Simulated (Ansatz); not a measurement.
in.yaml

```yaml
crystal:
  periodic: [false, false, false]
  atoms:
    - {symbol: Si, position_ang: [0.000000, 0.000000, 1.985203]}
    - {symbol: Al, position_ang: [0.000000, 0.000000, -0.368601]}
    - {symbol: H, position_ang: [0.000000, 0.000000, -1.616601]}
basis:
  gaussian: {orbitals: 6-31G}
magnetization: {spin_polarized: false}
correlation: {method: bccd_t, electrons: outside_noble_gas}
```

```sh
$ ansatz run in.yaml --threads 1 --pin off --events-out ev --progress --plain --max-ram 2393MiB
```

The program prints:

```
310 factors; integrals over basis functions are off by at most 1.7e-4 eV
mean field evaluation 1: about -14454.2160 eV, gradient 7.4e0 eV
mean field evaluation 2: about -14454.2186 eV, gradient 7.4e0 eV
mean field evaluation 4: about -14454.5833 eV, gradient 9.2e-1 eV
mean field evaluation 8: about -14454.5943 eV, gradient 3.3e-3 eV
mean field evaluation 16: about -14433.1923 eV, gradient 2.6e1 eV
mean field evaluation 32: about -14431.8717 eV, gradient 2.5e1 eV
mean field evaluation 64: about -14447.9081 eV, gradient 7.9e0 eV
mean field evaluation 96: about -14431.7135 eV, gradient 1.4e1 eV
mean field evaluation 128: about -14450.4819 eV, gradient 2.1e-1 eV
mean field evaluation 160: about -14444.0478 eV, gradient 7.5e-3 eV
mean field -14454.59433170 eV, -531.1965440141 hartree, gradient 5.7e-6 eV, S^2 0.000000; 6 other end points of the search recorded, 0 dependent functions left out; unrestricted orbitals would lower it
mean field evaluation 192: about -14455.0379 eV, gradient 1.9e0 eV
determinant -14454.59433170 eV, -531.1965440141 hartree, with singles and doubles -14457.18395092 eV, -531.2917107650 hartree
determinant -14450.48454092 eV, -531.0455119884 hartree, with singles and doubles -14453.69650926 eV, -531.1635496481 hartree
10 core orbitals not correlated: weight in the atoms' cores, before any rotation towards them, 1.000 or more for the frozen orbitals, at most 0.000 for the correlated occupied ones
reference -14454.59433170 eV, -531.1965440141 hartree; 4, 4 occupied and 14, 14 virtual orbitals, 310 factors
second order -1.90988172 eV of doubles, -0.00000000 eV of singles
cycle   1  -2.58705536 eV  change    2.6e-3 eV  update   2.1e-2
cycle   2  -2.58231340 eV  change    4.7e-3 eV  update   5.8e-3
cycle   3  -2.58223856 eV  change    7.5e-5 eV  update   3.1e-3
cycle   4  -2.58212045 eV  change    1.2e-4 eV  update   2.4e-3
cycle   5  -2.58333663 eV  change   -1.2e-3 eV  update   2.0e-3
cycle   6  -2.58374927 eV  change   -4.1e-4 eV  update   8.0e-4
cycle   7  -2.58400733 eV  change   -2.6e-4 eV  update   2.8e-4
cycle   8  -2.58405864 eV  change   -5.1e-5 eV  update   1.0e-4
cycle   9  -2.58404234 eV  change    1.6e-5 eV  update   5.1e-5
cycle  10  -2.58401865 eV  change    2.4e-5 eV  update   2.0e-5
cycle  11  -2.58401111 eV  change    7.5e-6 eV  update   6.5e-6
cycle  12  -2.58400960 eV  change    1.5e-6 eV  update   2.6e-6
perturbative correction -0.08179557 eV, -0.0030059318 hartree
Total energy: -14457.26013687 eV, -531.2945105473 hartree
```

The singles that turn the determinant into the Brueckner one have T1 = 0.023.

For the same geometry and basis full CI lies 106.1 meV lower. By full CI's occupations no single determinant describes the state well. The determinant fills πx and πy unequally, so it is a mixture of Σ and Δ. RHF is unstable: UHF (⟨S²⟩ = 1.00) lies 0.69 eV below the lowest RHF solution. Higher spins weren't run at this geometry and may lie near or lower.

Ran on 1 thread of Arm Neoverse V2, shared host: 0.51 s wall, 0.07 GiB peak host memory.
